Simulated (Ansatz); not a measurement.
Density of states of KCo2As2 (I4/mmm, a = 3.742 Å, b = 3.742 Å, c = 13.663 Å, α = 90.00°, β = 90.00°, γ = 90.00°), in states per eV and primitive cell, averaged over bins of 0.5 eV. The calculation used Ansatz, DFT r2SCAN, scalar-relativistic, plane waves, PAW.

Settings: cutoff 500 eV, Γ-centred mesh 14×14×14 on the computed 5-atom cell, Gaussian smearing of 0.10 eV; no spin polarisation.

The cell is relaxed at this level. The states (both spins) are summed by tetrahedra on a 21×21×21 mesh at the self-consistent density. Energies are bin centres; the table starts no lower than −8 eV and ends at 6 eV, or lower where the solved bands end.

It is a metal at this level.

```
E − E_F (eV) total Co 3d As 4p Co 4s K 4s
       -5.70   2.37   0.49   1.34   0.41  0.02
       -5.20   4.09   0.87   2.38   0.45  0.10
       -4.70   1.61   0.56   0.84   0.07  0.03
       -4.20   3.37   1.52   1.67   0.05  0.04
       -3.70   7.93   3.42   4.21   0.07  0.02
       -3.20   4.66   2.57   1.93   0.02  0.00
       -2.70   3.37   2.76   0.44   0.01  0.02
       -2.20   3.76   3.34   0.21   0.00  0.01
       -1.70   8.46   7.67   0.45   0.04  0.01
       -1.20   7.56   6.66   0.60   0.03  0.03
       -0.70   1.72   1.21   0.42   0.01  0.00
       -0.20   1.26   0.69   0.47   0.02  0.01
        0.30   4.72   2.85   1.44   0.10  0.06
        0.80   3.67   1.79   1.48   0.05  0.05
        1.30   2.58   1.07   1.24   0.02  0.03
        1.80   1.46   0.52   0.79   0.01  0.02
        2.30   1.12   0.36   0.68   0.00  0.01
        2.80   0.28   0.09   0.18   0.00  0.00
        3.30   0.18   0.00   0.01   0.01  0.06
        3.80   0.91   0.03   0.04   0.06  0.20
        4.30   1.97   0.09   0.09   0.11  0.46
        4.80   2.42   0.10   0.15   0.18  0.48
        5.30   4.00   0.14   0.22   0.50  0.35
```

The columns after the total are the main Löwdin projections on the occupied valence shells of the potentials; 4 others are left out. The rest of the total lies in those, in shells that are empty in the free atom, which aren't projected, and between the atoms.

A ferromagnetic start lost its moments in a first run, so spin was left out; other magnetic orders weren't tried.

Whether KCo2As2 exists in this form wasn't checked.

Cost: 1 run of about 8.3 core-minutes, on Arm Neoverse V2 (shared hosts).